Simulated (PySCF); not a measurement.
Gas-phase reaction: BHCl₂ + 3 BH₃ = 4 BH₂ + 2 HCl

Computed with PySCF (xtb for GFN2) and rigid-rotor harmonic-oscillator thermochemistry at 1 bar. † marks an energy on the PBE0/def2-TZVP geometry and frequencies; other levels use their own. MP2 and CCSD(T) freeze the core. 6-31G* has spherical d functions here. Open shells (unrestricted): BH₂ (multiplicity 2); the rest are closed-shell singlets. GFN2 has no spin-polarisation term. B3LYP is the form with VWN-RPA correlation. MP2 isn't extrapolated to the basis-set limit. CCSD(T) isn't extrapolated to the basis-set limit.

```tsv
level	ΔH°(298 K), kJ
B3LYP/6-31G*	___
BLYP/def2-TZVP†	___
CCSD(T)/def2-SVP†	___
GFN2-xTB	1265
HF/6-31G*	893
HF/def2-TZVP†	___
MP2/def2-SVP†	1055
ωB97M-V/def2-TZVP†	1086
```

Q: Fill in the missing entries.

A: 
- B3LYP/6-31G*, ΔH°(298 K), kJ: 1082
- BLYP/def2-TZVP†, ΔH°(298 K), kJ: 1019
- CCSD(T)/def2-SVP†, ΔH°(298 K), kJ: 1049
- HF/def2-TZVP†, ΔH°(298 K), kJ: 844
